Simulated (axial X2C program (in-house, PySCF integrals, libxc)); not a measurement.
BH at several levels of theory

Calculated with an in-house relativistic program for diatomic molecules. Spin-free means the one-electron spin-free X2C Hamiltonian; two-component (2c) means X2C with spin–orbit coupling and atomic mean-field two-electron Coulomb and Gaunt terms, so the difference of the two also holds small scalar two-electron terms. Basis: B dyall-v3z [7s6p2d1f], H dyall-v3z [6s2p1d] (cores contracted in-house); Gaussian nuclei, density fitting, unrestricted open shells. Masses: B 11.009 u, H 1.008 u.

State, spin-free: M_S = 0, Λ = 0 (closed shell); electrons by block: σα: 3, σβ: 3. Fragments: B + H.

State, 2c: Ω = 0 (closed shell); electrons by block: 1/2: 3, -1/2: 3. Fragments: B + H.

```json
{"Hamiltonian": "2c", "level": "PBE0", "Re (Å)": "1.241", "ωe (cm⁻¹)": "2325.7", "αe (cm⁻¹)": "0.4", "De (eV)": "3.49", "D0 (eV)": "3.35", "μ (D)": "1.56"}
{"Hamiltonian": "2c", "level": "HF", "Re (Å)": "1.221", "ωe (cm⁻¹)": "2486.8", "αe (cm⁻¹)": "0.375", "De (eV)": "2.68", "D0 (eV)": "2.52", "μ (D)": "1.77"}
{"Hamiltonian": "2c", "level": "MP2", "Re (Å)": "1.228", "ωe (cm⁻¹)": "2427.9", "αe (cm⁻¹)": "0.386", "De (eV)": "3.48", "D0 (eV)": "3.33", "μ (D)": "n/a"}
{"Hamiltonian": "2c", "level": "CCSD", "Re (Å)": "1.235", "ωe (cm⁻¹)": "2358.4", "αe (cm⁻¹)": "0.41", "De (eV)": "3.61", "D0 (eV)": "3.46", "μ (D)": "n/a"}
{"Hamiltonian": "2c", "level": "CCSD(T)", "Re (Å)": "1.236", "ωe (cm⁻¹)": "2348.3", "αe (cm⁻¹)": "0.414", "De (eV)": "3.62", "D0 (eV)": "3.48", "μ (D)": "n/a"}
{"Hamiltonian": "2c", "level": "PW91", "Re (Å)": "1.248", "ωe (cm⁻¹)": "2252.7", "αe (cm⁻¹)": "0.419", "De (eV)": "3.54", "D0 (eV)": "3.40", "μ (D)": "1.48"}
```

Spin-free values that have a 2c row agree with it to the digits that matter (0.001 Å, 0.01 eV) and are not repeated.

Correlated methods: 4 electrons correlated (number of frozen shells: B 1 s; H none), 108 virtual spin orbitals or spinors in MP2, 64 natural virtuals in coupled cluster.

Dipoles are positive if H is the positive end.

The state is one determinant whose occupation by symmetry is held fixed; it was picked as the lowest of a PBE0 search that is not exhaustive. Closed shells are restricted here (equal orbitals for both partners); the stretched side of such a curve lies too high. De is counted from the lowest determinant-based energies of the atoms at the same level, without counterpoise correction. CCSD and (T) use frozen natural virtuals with an MP2 correction for the truncation; (T) itself is uncorrected, so its De runs slightly low. In 2c an atomic determinant is not the ground J level, so De misses part of the atomic spin–orbit lowering. This holds for PBE0, PW91. The functionals have no current-density term, which raises determinants with orbital currents, atoms included.

Rough cost a point (2c) on 1 thread(s) of a shared host, integrals apart: PBE0 0.05 s, CCSD(T) 0.3 s, PW91 0.05 s.

The whole task took 12 s on 1 thread of Intel(R) Xeon(R) Processor @ 2.30GHz (shared host).
